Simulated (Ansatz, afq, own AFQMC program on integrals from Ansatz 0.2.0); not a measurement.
## Atomization energy of CHO, doublet

```xyz
3

O     0.0000    0.0746    0.5425
C     0.0000   -0.1522   -0.6041
H     0.0000    0.6297   -1.4126
```

Connectivity, by distances: O–CH.

Atoms in their ground-state spins without spin–orbit coupling (mostly on UHF) minus the molecule (UHF), without zero-point energy. The geometry is a stationary point, not shown to be a minimum.

Basis cc-pVTZ. Only valence electrons are correlated. AFQMC by an in-house program on the Cholesky factors that Ansatz 0.2.0 writes for its CCSD(T) run. ph-AFQMC/CISD is guided by a CISD state made of CCSD amplitudes; releasing the constraint for a short imaginary time cuts its bias at the price of noise, slowly where states lie close. ± is one standard error of the sampling. The errors of all members are added in quadrature.

No full CI on the walks' own integrals is used here; CCSDT(Q) serves as the reference and is uncertain by about the last step of the cluster series. Each member takes its own surest rung, up to full CI.

The best estimate is CCSD(T) at the basis-set limit (CBS: def2-TZVPP and def2-QZVPP, with their diffuse functions for anions and beside diffuse sets, CCSD(T) itself extrapolated) plus the step from CCSD(T) to CCSDT(Q) in cc-pVTZ. Rows without CBS are in cc-pVTZ; B2PLYP and the wave-function rows carry a basis error of their own. Core correlation and relativity beyond core potentials are missing, and ± holds the sampling alone.

Cautions: CHO (doublet): the released energies are still falling, so no released level is given (meV from the phaseless value at times in 1/Eh: -5 ± 4 at 0.24, -16 ± 4 at 0.51, -10 ± 5 at 0.99, -12 ± 5 at 1.62, -32 ± 8 at 2.40), though the last usable value meets CCSDT(Q) within the noise, the ph-AFQMC/HF walk drifts between its halves (2.3 errors), its ph-AFQMC/CISD value lies 21 ± 5 meV above CCSDT(Q); other spins of the molecule weren't checked.

```json
{"level": "HF", "atomization energy (eV)": "7.892"}
{"level": "CCSD", "atomization energy (eV)": "11.358"}
{"level": "PBE0", "atomization energy (eV)": "12.148"}
```

**Question.** From these cheaper values, estimate the atomization energy at the level of the best estimate.

**Answer.** 12.062 eV (best estimate, highest rung CCSDT(Q)).

```csv
level,atomization energy (eV),error against the best estimate (eV)
MP2,12.156,0.094
CCSD(T),11.681,-0.381
CCSDT,11.670,-0.392
CCSDT(Q),11.698,-0.364
ph-AFQMC/CISD,11.688 ± 0.006,-0.373 ± 0.006
HF/CBS,7.937,-4.125
MP2/CBS,12.537,0.476
CCSD(T)/CBS,12.045,-0.017
PBE,12.788,0.726
r2SCAN,12.242,0.180
B3LYP,12.143,0.082
wB97M-V,12.133,0.071
B2PLYP,12.081,0.020
```

Correlation beyond CCSD(T) adds 0.017 eV. Going to the basis-set limit adds 0.364 eV at CCSD(T). The perturbative (T) step is worth +0.322 eV. The functionals spread over 0.707 eV; B2PLYP comes nearest and PBE is 0.726 eV too high.

Best estimates are given only where the step beyond CCSD(T) is under 0.3 eV and no member's determinant is very poor (T1 over 0.05, or 0.07 for open shells, ⟨S²⟩ too high by 0.3, two states mixed), so the hardest cases are missing from such tables.

The functionals ran in a triple-zeta set and keep a basis error of their own, a few kJ/mol for each bond in atomization energies and more for double hybrids, so close places among them and the extrapolated levels can swap.

CCSDT and higher add their correlation energy to the determinant of the CCSD(T) run, since their own runs factorise the integrals more tightly (a shift of under 2 meV). Each member of a difference takes its own highest rung, so a best estimate needn't equal the limit plus the step of one row. A walk keeps the symmetry of its determinant, which the program's search chose and which needn't be the lowest solution, so a lower state of the same spin and another symmetry isn't excluded.
